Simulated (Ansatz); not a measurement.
**Isomers**

Structures of SiH4SO, singlet, relaxed at PBE0-D4/def2-TZVP (vibrations not checked; lower isomers may exist, and structures with a doubtful reference or unclear bonds are left out). Ansatz 0.2.0; basis: def2-TZVPP; cores frozen in the correlated methods. B3LYP uses VWN-RPA correlation.

Rank them by CCSD(T) energy, lowest first, and give each one's height above the lowest. Links in brackets join atoms within 1.22 times the sum of their covalent radii (1.1 for two metals). (To be estimated.)
A.
SiH₄SO ([OH][SiH2][SH])
```
7
angstrom
O -1.2833 -0.2037 -0.9374
Si -0.0282 0.5111 -0.1582
S 1.6383 -0.7902 0.1648
H -1.5903 -1.0507 -0.6107
H 0.4137 1.5952 -1.0583
H -0.4347 1.0244 1.1743
H 1.2845 -1.0861 1.4256
```
B.
SiH₄SO ([SiH3][O][SH])
```
7
angstrom
Si -0.6668 0.5381 -0.1807
O 0.1739 -0.2883 1.0021
S 1.0273 -1.6148 0.4922
H -1.6240 -0.3651 -0.8645
H 0.2826 1.1023 -1.1740
H -1.3768 1.6202 0.5410
H 2.1839 -0.9924 0.1838
```
C.
SiH₄SO ([OH2][SiH2][S])
```
7
angstrom
O -1.4386 -0.2496 -0.7999
Si 0.1647 0.5782 -0.0461
S 1.3092 -1.0251 0.1188
H -1.0676 -1.1576 -0.8204
H 0.3170 1.5905 -1.1311
H -0.4955 1.2462 1.1034
H -1.6433 0.0161 -1.7071
```

By the calculation: A (0.000 eV), C (1.438 eV), B (2.126 eV). Heights count from the lowest.

Do PBE-D4, r2SCAN-D4, PBE0-D4, B3LYP-D4, wB97M-V, HF, MP2 give the same order? (A judgement: the text doesn't fix the answer.)

Computed: All do.

The T1 diagnostic stays at or below 0.013.

For scale, one of the runs: CCSD(T)/def2-TZVPP, 171 basis functions, launched by `ansatz run in.yaml --threads 2 --pin off --events-out ev --progress --plain --max-ram 4352MiB`. Hardware: 2 CPU threads of an Arm Neoverse N1, shared host. Wall time 42 s; peak host memory 1.4 GiB.
